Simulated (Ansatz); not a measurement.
Ansatz (an electronic-structure program) input (MP2/LANL2DZ): The .json file is the Basis Set Exchange's LANL2DZ.

Ansatz 0.2 input:
```yaml
crystal:
  periodic: [false, false, false]
  atoms:
    - {symbol: C, position_ang: [0.68557570, 0.01996936, -0.04302839]}
    - {symbol: O, position_ang: [-0.67114813, -0.11794294, 0.00291587]}
    - {symbol: H, position_ang: [-1.09096757, 0.74480543, -0.08162056]}
    - {symbol: H, position_ang: [1.12524882, 0.98016746, 0.19378078]}
    - {symbol: H, position_ang: [1.22144963, -0.90124554, 0.12268310]}
basis:
  gaussian:
    orbitals: LANL2DZ.json
magnetization: {spin_polarized: true, initial_magnetization: 1}
correlation: {method: mp2, electrons: outside_noble_gas}
```

From the last part of the output:

```
WARN ansatz: RAYON_NUM_THREADS=1 ignored (pool sized by the plan → 1); use --threads N
Functional definition: HF
integrals: 0.00 GiB planned
317 factors; integrals over basis functions are off by at most 5.9e-4 eV
mean field: 0.05 GiB planned
mean field evaluation 1: about -3111.3553 eV, gradient 1.6e1 eV
mean field evaluation 2: about -3111.3537 eV, gradient 1.6e1 eV
mean field evaluation 4: about -3112.6140 eV, gradient 2.2e0 eV
mean field evaluation 8: about -3112.6698 eV, gradient 4.3e-2 eV
mean field -3112.66919318 eV, -114.3884830063 hartree, gradient 7.6e-6 eV, S^2 0.761541; 0 other end points of the search recorded, 0 dependent functions left out
2 core orbitals not correlated
reference -3112.66919318 eV, -114.3884830063 hartree; 7, 6 occupied and 15, 16 virtual orbitals, 317 factors
second order -5.07674353 eV of doubles, -0.00000000 eV of singles
Total energy: -3117.74593670 eV, -114.5750498898 hartree
```
